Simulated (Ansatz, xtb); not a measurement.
## Relaxing a trial structure of C2HS

The starting geometry of this gas-phase doublet has its atoms placed at random.

```xyz
4

C    -0.4041    0.7180    0.1331
C     1.1515    0.6266    0.7553
S     0.0952    0.0626   -1.5150
H    -0.0882    0.3942    1.1961
```

Question: Guess where an optimisation with r2SCAN-D4/def2-SVP ends from this start.

Answer: It ends as `C#C[S]`. Distances that change by over a tenth: C1–C2 (1.68 → 1.25 Å), C1–S3 (1.84 → 1.61 Å), C2–H4 (1.34 → 1.07 Å). Contacts that open: C1–H4 (1.16 → 2.32 Å).

The energy falls by 6.15 eV over 17 steps:

```json
{"step": "1", "E − E(last) (eV)": "6.153"}
{"step": "3", "E − E(last) (eV)": "4.279"}
{"step": "5", "E − E(last) (eV)": "2.548"}
{"step": "6", "E − E(last) (eV)": "1.961"}
{"step": "8", "E − E(last) (eV)": "1.367"}
{"step": "10", "E − E(last) (eV)": "0.575"}
{"step": "12", "E − E(last) (eV)": "0.088"}
{"step": "13", "E − E(last) (eV)": "0.013"}
{"step": "15", "E − E(last) (eV)": "0.000"}
{"step": "17", "E − E(last) (eV)": "0.000"}
```

Final geometry (Å):

```xyz
4

C     0.1367    0.4156   -0.3449
C     0.2686    0.5039    0.8942
S    -0.0330    0.3019   -1.9397
H     0.3822    0.5800    1.9600
```

From the same start GFN2-xTB reaches the same bonding as this run.

From so rough a start the end depends on the optimiser's path, so another program may land elsewhere. The end wasn't checked by frequencies. Open shells are spin-unrestricted. Run with Ansatz 0.2.0, 110 s on 1 thread of Intel(R) Xeon(R) 6975P-C (Granite Rapids), on a shared host.
